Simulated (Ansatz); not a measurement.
**HC–SeH, quintet in cc-pVDZ: errors against UCCSDT(Q)**

Geometry: that of the HC–SeH, triplet, kept fixed. The triplet lies 5.9 eV lower here.

```yaml
atoms:
  - { symbol: C, position_ang: [-0.1382, 0.0631, 1.5565] }
  - { symbol: Se, position_ang: [0.0124, -0.0276, -0.2598] }
  - { symbol: H, position_ang: [0.6196, -0.0163, 2.3303] }
  - { symbol: H, position_ang: [0.0556, 1.4286, -0.5243] }
```

Basis cc-pVDZ; Ansatz 0.2.0. Only valence electrons are correlated (noble-gas cores and the filled d shells of p-block atoms frozen), which leaves 12 electrons in 36 orbitals. R marks a restricted (for open shells ROHF) determinant, U an unrestricted one. Active spaces: valence = (12e, 10o) chosen from the atoms' valence shells. No spin–orbit coupling is included, and no scalar relativity.

Full CI isn't at hand for all of this; UCCSDT(Q) serves as the reference, and is uncertain by about the last step of the cluster series. The frozen core follows each run's orbitals, which can shift R against U totals by a few meV for light atoms and by up to 0.1 eV past Ca.

```
UHF ⟨S²⟩                          : 6.032
T1 diagnostic (RCCSD)             : 0.0367
largest doubles amplitude (RCCSD) : 0.026
T1 diagnostic (UCCSD)             : 0.0305
```

```
   level  E − E(RHF) (eV)
     UHF          -0.2755
    UMP2          -5.3005
   UCCSD          -6.2480
UCCSD(T)          -6.3963
```

Problem. Estimate how far UCCSDT(Q) in cc-pVDZ lies from UCCSD(T). The table doesn't fix it; the size of (T) and the diagnostics are the guide.

Solution. UCCSDT(Q) in cc-pVDZ lies 3.5 kJ/mol below UCCSD(T), which is 25 % of the (T) step (-14.3 kJ/mol). T1 is raised, but (T) still catches most of what CCSD lacks.

The other levels:

```json
{"level": "UCCSDT", "E − E(UCCSDT(Q)) (kJ/mol)": "0.9", "share of correlation (%)": "99.86", "wall time": "–"}
```

The correlation energy at UCCSDT(Q), counted from RHF, is -6.433 eV. That run took 99 s on 1 thread of AMD EPYC, shared host.

Run but not shown, since their state or frozen core can't be matched to the reference's or they repeat it: RHF, RMP2, CISD, RCCSD, RCCSD(T), BCCD(T), RCCSDT, RCCSDT(Q), CASSCF (valence space), NEVPT2 (valence space), MRCISD (valence space), MRCISD+Q (valence space), MRCISD+Q(relaxed) (valence space).

Times hold each run's SCF and search for its determinant on a shared host, so for small cases they say little of a method's own cost; they ran on 1 thread of AMD EPYC.

Natural occupations of CASSCF (valence space) about the gap: 1.979 1.974 1.005 1.001 1.001 0.998 0.036 0.022; effectively unpaired electrons, Σ n²(2−n)², 4.01.
